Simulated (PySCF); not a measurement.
# C4H5ClO: the cost of one run

The runs use PySCF 2.14.0, with density-fitted response routines of our own; the level of theory stands in each step. All values are computed, except where a source is named. Atoms count from 0, in the outputs and in this text.

**1. The molecule as given**

11 atoms, charge 0, multiplicity 1; geometry from: GFN2-xTB.

Bonds of the start (Å): O0–C1 1.19, C1–Cl2 1.78, C1–C3 1.46, C3–C4 1.51, C4–C5 1.48, C5–C3 1.51, C3–H6 1.08, C4–H7 1.08, C4–H8 1.08, C5–H9 1.08, C5–H10 1.08.

**2. Geometry optimisation at PBE0-D3(BJ)/def2-SVP**

The job: settings as JSON, then the geometry in Å.

```
{"job": {"xc": "PBE0", "basis": "def2-SVP", "d3": "d3bj", "grid": 1, "kind": "geom"}, "charge": 0, "multiplicity": 1}
O      1.962103    -1.644635     0.797232
C      1.315028    -0.859593     0.184790
Cl     1.984072    -0.183746    -1.319880
C     -0.013093    -0.352799     0.517274
C     -0.408764     1.074397     0.204666
C     -1.023658    -0.033390    -0.563133
H     -0.382180    -0.787073     1.438854
H      0.325631     1.691940    -0.288091
H     -0.994712     1.587414     0.951202
H     -2.047227    -0.310392    -0.363798
H     -0.711776    -0.179453    -1.585081
```

Started as:

```console
> OMP_NUM_THREADS=1 python probes_run.py task.json out
```

This one command runs all jobs of the session in turn.

Q: Estimate the wall time and peak memory of this first job on 1 thread of Intel Xeon Platinum 8259CL at 2.50GHz, shared host.

About 44 s, with a peak of 0.48 GiB.
